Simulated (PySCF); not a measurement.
PySCF input (PBE/def2-SVPD):

```python
import numpy as np, basis_set_exchange as bse
from pyscf import gto, scf, dft, df
from pyscf.prop.polarizability import rks as pol

basis = {'C': gto.basis.parse(bse.get_basis('def2-SVPD', elements=['C'], fmt='nwchem')), 'H': gto.basis.parse(bse.get_basis('def2-SVPD', elements=['H'], fmt='nwchem')), 'N': gto.basis.parse(bse.get_basis('def2-SVPD', elements=['N'], fmt='nwchem'))}
mol = gto.M(
    atom='''
    C    -0.00000000   -0.00000000   -0.73641303
    N     0.00000000    0.00000000    0.42763309
    H     0.00000000    0.00000000    1.42504654
    ''',
    basis=basis,
    charge=0,
    verbose=4,
    max_memory=2160,
)
mf = dft.RKS(mol, xc='pbe')
mf.grids.level = 3
mf = mf.density_fit(auxbasis=df.autoaux(mol))
mf.conv_tol = 1e-9
mf.max_cycle = 100
print('smallest overlap eigenvalue', np.linalg.eigvalsh(mol.intor('int1e_ovlp'))[0])
mf.kernel()
dip = mf.dip_moment()
p = pol.Polarizability(mf)
p.max_cycle_cphf = 60
alpha = p.polarizability()
print('polarisability/bohr^3', alpha.trace() / 3)
```

Output:

```
PySCF version 2.14.0

[INPUT] verbose = 4
[INPUT] num. atoms = 3
[INPUT] num. electrons = 14
[INPUT] charge = 0
[INPUT] spin (= nelec alpha-beta = 2S) = 0
[INPUT] symmetry False subgroup None
[INPUT] Mole.unit = angstrom
[INPUT] Symbol           X                Y                Z      unit          X                Y                Z       unit  Magmom
[INPUT]  1 C      0.000000000000   0.000000000000  -0.736413030000 AA    0.000000000000   0.000000000000  -1.391618941261 Bohr   0.0
[INPUT]  2 N      0.000000000000   0.000000000000   0.427633090000 AA    0.000000000000   0.000000000000   0.808109421901 Bohr   0.0
[INPUT]  3 H      0.000000000000   0.000000000000   1.425046540000 AA    0.000000000000   0.000000000000   2.692947675359 Bohr   0.0

nuclear repulsion = 24.2760571793619
number of shells = 20
number of NR pGTOs = 70
number of NR cGTOs = 48
basis = {'C': [[0, [1238.4016938, 0.0054568832082], [186.29004992, 0.040638409211], [42.251176346, 0.18025593888], [11.676557932, 0.46315121755], [3.5930506482, 0.44087173314]], [0, [0.40245147363, 1.0]], [0, [0.13090182668, 1.0]], [0, [0.067053540256, 1.0]], [1, [9.4680970621, 0.038387871728], [2.0103545142, 0.21117025112], [0.54771004707, 0.51328172114]], [1, [0.15268613795, 1.0]], [2, [0.8, 1.0]], [2, [0.1171318514, 1.0]]], 'H': [[0, [13.010701, 0.019682158], [1.9622572, 0.13796524], [0.44453796, 0.47831935]], [0, [0.12194962, 1.0]], [1, [0.8, 1.0]], [1, [0.1170409905, 1.0]]], 'N': [[0, [1712.8415853, -0.0053934125305], [257.64812677, -0.040221581118], [58.458245853, -0.1793114499], [16.198367905, -0.46376317823], [5.0052600809, -0.44171422662]], [0, [0.58731856571, 1.0]], [0, [0.18764592253, 1.0]], [0, [0.096171241529, 1.0]], [1, [13.571470233, -0.040072398852], [2.9257372874, -0.21807045028], [0.79927750754, -0.51294466049]], [1, [0.21954348034, 1.0]], [2, [1.0, 1.0]], [2, [0.16697708112, 1.0]]]}
ecp = {}
ETB for N: l = 0, exps = 0.192342483058 * 1.8^n , n = 0..14
ETB for N: l = 1, exps = 0.315714721869 * 1.8^n , n = 0..10
ETB for N: l = 2, exps = 0.263148322649 * 1.8^n , n = 0..10
ETB for N: l = 3, exps = 0.33395416224 * 2.2^n , n = 0..3
ETB for C: l = 0, exps = 0.134107080512 * 1.8^n , n = 0..14
ETB for C: l = 1, exps = 0.219739678206 * 1.8^n , n = 0..10
ETB for C: l = 2, exps = 0.184185391656 * 1.8^n , n = 0..10
ETB for C: l = 3, exps = 0.2342637028 * 2.2^n , n = 0..3
ETB for H: l = 0, exps = 0.234081981 * 1.8^n , n = 0..9
ETB for H: l = 1, exps = 0.234081981 * 2^n , n = 0..3
ETB for H: l = 2, exps = 0.234081981 * 2.2^n , n = 0..3
smallest overlap eigenvalue 0.0004965272313067892

******** <class 'pyscf.df.df_jk.DFRKS'> ********
method = DFRKS
initial guess = minao
damping factor = 0
level_shift factor = 0
DIIS = <class 'pyscf.scf.diis.CDIIS'>
diis_start_cycle = 1
diis_space = 8
diis_damp = 0
SCF conv_tol = 1e-09
SCF conv_tol_grad = None
SCF max_cycles = 100
direct_scf = False
XC library pyscf.dft.libxc version 7.1.2
    S. Lehtola, C. Steigemann, M. J. T. Oliveira, and M. A. L. Marques,  SoftwareX 7, 1–5 (2018)
XC functionals = pbe
    J. P. Perdew, K. Burke, and M. Ernzerhof,  Phys. Rev. Lett. 77, 3865 (1996)
    J. P. Perdew, K. Burke, and M. Ernzerhof,  Phys. Rev. Lett. 78, 1396 (1997)
    J. P. Perdew, K. Burke, and M. Ernzerhof,  Phys. Rev. Lett. 77, 3865 (1996)
    J. P. Perdew, K. Burke, and M. Ernzerhof,  Phys. Rev. Lett. 78, 1396 (1997)
radial grids:
    Treutler-Ahlrichs [JCP 102, 346 (1995); DOI:10.1063/1.469408] (M4) radial grids

becke partition: Becke, JCP 88, 2547 (1988); DOI:10.1063/1.454033
pruning grids: <function nwchem_prune>
grids dens level: 3
symmetrized grids: False
atomic radii adjust function: <function treutler_atomic_radii_adjust>
small_rho_cutoff = 0
Set gradient conv threshold to 3.16228e-05
Initial guess from minao.
tot grids = 37832
init E= -93.3537657301389
  HOMO = -0.32427486197384  LUMO = -0.0570647613191305  gap/eV = 7.27116
cycle= 1 E= -93.2030456151611  delta_E= 0.151  |g|= 0.249  |ddm|= 2.22
  HOMO = -0.22157032428253  LUMO = 0.000379227987496122  gap/eV = 6.03955
cycle= 2 E= -93.1964660208426  delta_E= 0.00658  |g|= 0.282  |ddm|= 0.667
  HOMO = -0.280848061270389  LUMO = -0.0332551052326858  gap/eV = 6.73735
cycle= 3 E= -93.2161054193263  delta_E= -0.0196  |g|= 0.127  |ddm|= 0.373
  HOMO = -0.273425287263641  LUMO = -0.0317919660783625  gap/eV = 6.57518
cycle= 4 E= -93.2194852755032  delta_E= -0.00338  |g|= 0.0295  |ddm|= 0.0925
  HOMO = -0.272442193533561  LUMO = -0.0290918022907096  gap/eV = 6.62190
cycle= 5 E= -93.2196831367666  delta_E= -0.000198  |g|= 0.00192  |ddm|= 0.0217
  HOMO = -0.272671025066785  LUMO = -0.0293460180462002  gap/eV = 6.62121
cycle= 6 E= -93.2196840505886  delta_E= -9.14e-07  |g|= 0.000248  |ddm|= 0.0021
  HOMO = -0.272623935979392  LUMO = -0.0293353013004135  gap/eV = 6.62022
cycle= 7 E= -93.2196840669815  delta_E= -1.64e-08  |g|= 1.17e-05  |ddm|= 0.000389
  HOMO = -0.272626412645305  LUMO = -0.0293363967520626  gap/eV = 6.62026
cycle= 8 E= -93.2196840670208  delta_E= -3.92e-11  |g|= 1.4e-06  |ddm|= 1.75e-05
  HOMO = -0.272626084202871  LUMO = -0.0293363703816084  gap/eV = 6.62025
Extra cycle  E= -93.219684067018  delta_E= 2.73e-12  |g|= 3.79e-06  |ddm|= 3.69e-06
converged SCF energy = -93.219684067018
Dipole moment(X, Y, Z, Debye): -0.00000, -0.00000,  3.16654
Isotropic polarizability 17.5599259101
Polarizability anisotropy 9.09308734704
polarisability/bohr^3 17.559925910135522
```
